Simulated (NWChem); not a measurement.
# BPW91/x2c-TZVPall (ZORA) run of HBS (hydrogen boron sulfide)

What is the electrostatic solvation energy at fixed shape (COSMO, toluene) of HBS (hydrogen boron sulfide) at BPW91/x2c-TZVPall (ZORA)? The job is set up through an ASE script.

Program for the calculation: NWChem 7.3.0.

2 further runs of the same task are left out: 1 that didn't finish, 1 set aside as unsound or not needed.

**1. The molecule**

The species is HBS (3 atoms), meant as a singlet with charge 0. SMILES: `B=S`. The coordinates come from a GFN2-xTB relaxation.

Bond lengths: B1–S2 1.592 Å, B1–H3 1.144 Å. Angles: S2–B1–H3 179.9°.

**2. A single-point energy at BPW91/x2c-TZVPall (ZORA)**

The input, run.py:

```python
from ase import Atoms
from ase.calculators.nwchem import NWChem

molecule = Atoms('BSH', positions=[
    [-0.041030, -0.016100, 0.142540],
    [0.395320, 0.146510, -1.379660],
    [-0.354300, -0.130410, 1.237110],
])

calc = NWChem(
    label='work',
    theory='dft',
    memory='2200 mb',
    basis='x2c-TZVPall',
    basispar='spherical bse',
    relativistic={'zora': 'on'},
    dft={'xc': 'becke88 perdew91', 'mult': '1', 'grid': 'fine', 'convergence': 'energy 1e-08', 'direct': None, 'mulliken': None},
    task='energy',
)
molecule.calc = calc

print("Total energy (eV):", round(molecule.get_potential_energy(), 6))
print("dipole (e A):", molecule.get_dipole_moment().round(4))
```

The run is started by

```bash
$ export ASE_NWCHEM_COMMAND="nwchem PREFIX.nwi > PREFIX.nwo"
$ python run.py
```

What it wrote:

```text
Total energy (eV): -11572.761253
dipole (e A): [-0.0685 -0.0255  0.239 ]
```

The calculator wrote work.nwi:

```
title "work"

permanent_dir work

scratch_dir work

start work

geometry units angstrom nocenter noautosym noautoz
  B  -4.1029999999999997e-02 -1.6100000000000000e-02 1.4254000000000000e-01
  S  3.9532000000000000e-01 1.4651000000000000e-01 -1.3796600000000001e+00
  H  -3.5430000000000000e-01 -1.3041000000000000e-01 1.2371099999999999e+00
end

memory 2200 mb

basis spherical bse noprint
   * library x2c-TZVPall
end

relativistic
  zora on
end
dft
  xc becke88 perdew91
  mult 1
  grid fine
  convergence energy 1e-08
  direct
  mulliken
end

task dft energy
```

work.nwo:

```text
Northwest Computational Chemistry Package (NWChem) 7.3.0
             --------------------------------------------------------

           Job information
           ---------------

    nwchem branch   = 7.3.0
    use scalapack   = T
    input           = work.nwi
    prefix          = work.
    data base       = work/work.db
    status          = startup
    nproc           =        1

           Memory information
           ------------------

    heap     =     72089596 doubles =      550.0 Mbytes
    stack    =     72089601 doubles =      550.0 Mbytes
    global   =    144179200 doubles =     1100.0 Mbytes (distinct from heap & stack)
    total    =    288358397 doubles =     2200.0 Mbytes
    verify   = yes
    hardfail = no

           Directory information
           ---------------------

  0 permanent = work
  0 scratch   = work

                                NWChem Input Module
                                -------------------

                                       work
                                       ----

 Scaling coordinates for geometry "geometry" by  1.889725989
 (inverse scale =  0.529177249)

                             Geometry "geometry" -> ""
                             -------------------------

 Output coordinates in angstroms (scale by  1.889725989 to convert to a.u.)

[... 15 lines left out ...]
            Nuclear Dipole moment (a.u.)
[... 53 lines left out ...]
  convergence criterion.
[... 17 lines left out ...]
          Convergence on density requested:  1.00D-05
[... 20 lines left out ...]
          Spatial weights used:  Erf1
[... 3 lines left out ...]
          Convergence aids based upon iterative change in
[... 30 lines left out ...]
 dft_zora_read: failed to openwork/work.zora_sf
[... 20 lines left out ...]
 1-e energy   =    -645.425320
[... 21 lines left out ...]
   convergence    iter        energy       DeltaE   RMS-Dens  Diis-err    time
[... 16 lines left out ...]
      One electron energy =     -649.194805998916
[... 1 line left out ...]
    Exchange-Corr. energy =      -30.243154217713
[... 8 lines left out ...]
                       DFT Final Molecular Orbital Analysis
[... 533 lines left out ...]
    Atom       Charge   Shell Charges
 -----------   ------   -------------------------------------------------------
    1 B    5     5.00   0.92  1.05  0.58  0.48  0.04  0.94  0.75  0.16  0.02  0.05  0.01
    2 S   16    16.10   2.01  0.48  1.48  1.13  0.74  3.99  1.77  0.80  2.36  1.28  0.02  0.03  0.00
    3 H    1     0.90   0.27  0.47  0.16  0.01

     -------------------------------------------
      Total Density - Lowdin Population Analysis
     -------------------------------------------

    Atom       Charge   Shell Charges
 -----------   ------   -------------------------------------------------------
    1 B    5     5.69   0.96  1.00  0.42  0.40  0.21  0.83  1.01  0.46  0.04  0.31  0.07
    2 S   16    15.35   1.99  0.84  1.12  0.74  0.60  3.73  1.95  0.97  1.98  1.35  0.02  0.06  0.01
    3 H    1     0.96   0.25  0.43  0.24  0.04

 center of mass
 --------------
 x =   0.50822108 y =   0.18796853 z =  -1.77396577

 moments of inertia (a.u.)
 ------------------
          86.169208263688          -2.602776734603          24.419691556553
          -2.602776734603          92.200244524833           9.081178484875
          24.419691556553           9.081178484875           7.966909624545

     Multipole analysis of the density
     ---------------------------------

     L   x y z        total         alpha         beta         nuclear
     -   - - -        -----         -----         ----         -------
     0   0 0 0     -0.000000    -11.000000    -11.000000     22.000000

     1   1 0 0     -0.129434     -5.512485     -5.512485     10.895536
[... 8 lines of this table left out ...]
     2   0 0 2    -13.908448    -64.247338    -64.247338    114.586229

 Task  times  cpu:        5.2s     wall:        5.2s
 Total times  cpu:        5.2s     wall:        5.2s
```

Wall time 6 s (1 thread of AMD EPYC 9R45 (Zen 5), shared host); peak memory 0.11 GiB.

**3. A single-point energy at BPW91/x2c-TZVPall (ZORA, COSMO toluene)**

The input, bhs.xyz:

```xyz
3

B     -0.041030    -0.016100     0.142540
S      0.395320     0.146510    -1.379660
H     -0.354300    -0.130410     1.237110
```

The input, run.py:

```python
from ase.io import read
from ase.calculators.nwchem import NWChem

molecule = read('bhs.xyz')

calc = NWChem(
    label='bhs',
    theory='dft',
    memory='2200 mb',
    basis='x2c-TZVPall',
    basispar='spherical bse',
    relativistic={'zora': 'on'},
    cosmo={'dielec': '2.3741'},
    dft={'xc': 'becke88 perdew91', 'mult': '1', 'grid': 'fine', 'convergence': 'energy 1e-08', 'direct': None, 'mulliken': None},
    task='energy',
)
molecule.calc = calc

print("Total energy (eV):", round(molecule.get_potential_energy(), 6))
print("dipole (e A):", molecule.get_dipole_moment().round(4))
```

The run is started by

```bash
$ export ASE_NWCHEM_COMMAND="nwchem PREFIX.nwi > PREFIX.nwo"
$ python run.py
```

What it wrote:

```text
Total energy (eV): -11572.787603
dipole (e A): [-0.0849 -0.0316  0.2921]
```

The calculator wrote bhs.nwi:

```
title "bhs"

permanent_dir bhs

scratch_dir bhs

start bhs

geometry units angstrom nocenter noautosym noautoz
  B  -4.1029999999999997e-02 -1.6100000000000000e-02 1.4254000000000000e-01
  S  3.9532000000000000e-01 1.4651000000000000e-01 -1.3796600000000001e+00
  H  -3.5430000000000000e-01 -1.3041000000000000e-01 1.2371099999999999e+00
end

memory 2200 mb

basis spherical bse noprint
   * library x2c-TZVPall
end

relativistic
  zora on
end
cosmo
  dielec 2.3741
end
dft
  xc becke88 perdew91
  mult 1
  grid fine
  convergence energy 1e-08
  direct
  mulliken
end

task dft energy
```

bhs.nwo:

```text
Northwest Computational Chemistry Package (NWChem) 7.3.0
             --------------------------------------------------------

           Job information
           ---------------

    nwchem branch   = 7.3.0
    use scalapack   = T
    input           = bhs.nwi
    prefix          = bhs.
    data base       = bhs/bhs.db
    status          = startup
    nproc           =        1

           Memory information
           ------------------

    heap     =     72089596 doubles =      550.0 Mbytes
    stack    =     72089601 doubles =      550.0 Mbytes
    global   =    144179200 doubles =     1100.0 Mbytes (distinct from heap & stack)
    total    =    288358397 doubles =     2200.0 Mbytes
    verify   = yes
    hardfail = no

           Directory information
           ---------------------

  0 permanent = bhs
  0 scratch   = bhs

                                NWChem Input Module
                                -------------------

                                        bhs
                                        ---

 Scaling coordinates for geometry "geometry" by  1.889725989
 (inverse scale =  0.529177249)

                             Geometry "geometry" -> ""
                             -------------------------

 Output coordinates in angstroms (scale by  1.889725989 to convert to a.u.)

[... 113 lines left out ...]
  convergence criterion.
[... 18 lines left out ...]
          Convergence on energy requested:  1.00D-08
[... 1 line left out ...]
          Convergence on gradient requested:  5.00D-04
[... 21 lines left out ...]
          Convergence Information
[... 2 lines left out ...]
          total energy or number of iterations.
[... 29 lines left out ...]
 dft_zora_read: failed to openbhs/bhs.zora_sf
[... 62 lines left out ...]
   convergence    iter        energy       DeltaE   RMS-Dens  Diis-err    time
[... 12 lines left out ...]
      One electron energy =     -649.294467867559
[... 1 line left out ...]
    Exchange-Corr. energy =      -30.244287430195
[... 2 lines left out ...]
             COSMO energy =        0.056062819509
[... 11 lines left out ...]
                 sol phase energy =      -425.292103555408
[... 2 lines left out ...]
                       DFT Final Molecular Orbital Analysis
[... 536 lines left out ...]
    Atom       Charge   Shell Charges
 -----------   ------   -------------------------------------------------------
    1 B    5     4.99   0.92  1.05  0.58  0.48  0.05  0.94  0.73  0.16  0.02  0.05  0.01
    2 S   16    16.12   2.01  0.48  1.48  1.12  0.74  3.99  1.77  0.80  2.36  1.30  0.02  0.03  0.00
    3 H    1     0.89   0.26  0.47  0.15  0.01

     -------------------------------------------
      Total Density - Lowdin Population Analysis
     -------------------------------------------

    Atom       Charge   Shell Charges
 -----------   ------   -------------------------------------------------------
    1 B    5     5.68   0.96  1.00  0.42  0.40  0.21  0.82  1.00  0.45  0.04  0.31  0.07
    2 S   16    15.36   1.99  0.84  1.12  0.74  0.61  3.73  1.95  0.97  1.98  1.36  0.02  0.06  0.01
    3 H    1     0.96   0.25  0.43  0.24  0.04

 center of mass
 --------------
 x =   0.50822108 y =   0.18796853 z =  -1.77396577

 moments of inertia (a.u.)
 ------------------
          86.169208263688          -2.602776734603          24.419691556553
          -2.602776734603          92.200244524833           9.081178484875
          24.419691556553           9.081178484875           7.966909624545

     Multipole analysis of the density
     ---------------------------------

     L   x y z        total         alpha         beta         nuclear
     -   - - -        -----         -----         ----         -------
     0   0 0 0     -0.000000    -11.000000    -11.000000     22.000000

     1   1 0 0     -0.160363     -5.527950     -5.527950     10.895536
[... 8 lines of this table left out ...]
     2   0 0 2    -14.052638    -64.319434    -64.319434    114.586229

 Task  times  cpu:        8.2s     wall:        8.2s
 Total times  cpu:        8.2s     wall:        8.2s
```

Run time: 9 s. Hardware: 1 thread of AMD EPYC 9R45 (Zen 5), shared host; peak memory 0.11 GiB.

**4. What came out**

At BPW91/x2c-TZVPall (ZORA):

| quantity | value |
| --- | --- |
| gas phase: total energy | -425.29114 Eh |
| gas phase: dipole moment | 1.20 D |
| gas phase: HOMO energy | -7.38 eV |
| gas phase: LUMO energy | -2.02 eV |
| gas phase: HOMO–LUMO gap | 5.36 eV |
| COSMO, toluene: total energy | -425.29210 Eh |
| COSMO, toluene: dipole moment | 1.47 D |
| COSMO, toluene: HOMO energy | -7.43 eV |
| COSMO, toluene: LUMO energy | -2.01 eV |
| COSMO, toluene: HOMO–LUMO gap | 5.42 eV |
| COSMO, toluene: solvent term in the energy | -2.5 kJ/mol |
| energy change from gas to solvent at fixed shape | -0.026 eV |

The solvent model (COSMO, toluene) lowers the energy by 0.03 eV (−2.5 kJ/mol) at the same shape. It holds the electrostatic part alone, without cavity or dispersion terms. Mulliken charges (gas phase) run from -0.10 on S2 to +0.10 on H3. Mulliken charges (COSMO, toluene) run from -0.12 on S2 to +0.11 on H3; they depend strongly on the basis.
